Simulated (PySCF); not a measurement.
Symmetry of computed structures. Method used: PySCF 2.14.0, PBE0-D3(BJ)/def2-SVP geometry optimisation, gas phase. The symmetry is that of the one conformer found, every atom within 0.08 Å of its image; none is proved a minimum here.

(1) What symmetry has `[CH2:1][c:2]1[cH:3][cH:4][cH:5][cH:6][cH:7]1` (doublet state)?

(2) Point group, rotor type and polarity of `[CH:1]#[C:2][C:3](=[CH2:4])[Se:5][CH3:6]` with C2–C3–Se5–C6 1°, H–C6–Se5–C3 61° (nearest H)?

(3) Point group, rotor type and polarity of `[F][Al]([Cl])[Br]`?

(4) `[N:1]#[C:2][SiH:3]1[CH2:4][CH2:5][CH2:6]1` with C2–Si3–C4–C5 -133°, Si3–C4–C5–C6 21°, C4–C5–C6–Si3 -21°, C2–Si3–C6–C5 133°: symmetry, top, dipole?

(5) What symmetry has `[F:1][c:2]1[n:3][cH:4][o:5][n:6]1`?

Results:

(1) C2v; asymmetric top; symmetry number 2; 4 operations, which sort the 14 atoms into 9 sets; dipole 0.05 D; heavy atoms equivalent by symmetry: C3/C7, C4/C6.

(2) Cs; asymmetric top; symmetry number 1; 2 operations, which sort the 12 atoms into 11 sets; dipole 1.28 D, in the ab plane, which is the mirror; heavy atoms equivalent by symmetry: none.

(3) Cs; asymmetric top; symmetry number 1; 2 operations, which sort the 4 atoms into 4 sets; dipole 0.58 D, in the ab plane, which is the mirror; A, B, C = 4233, 1363, 1031 MHz.

(4) Cs; near-prolate asymmetric top; symmetry number 1; 2 operations, which sort the 13 atoms into 10 sets; dipole 3.83 D, in the ac plane, which is the mirror; heavy atoms equivalent by symmetry: C4/C6.

(5) Cs; asymmetric top; symmetry number 1; 2 operations, which sort the 7 atoms into 7 sets; dipole 2.28 D, in the ab plane, which is the mirror; A, B, C = 10250, 3908, 2830 MHz; heavy atoms equivalent by symmetry: none.
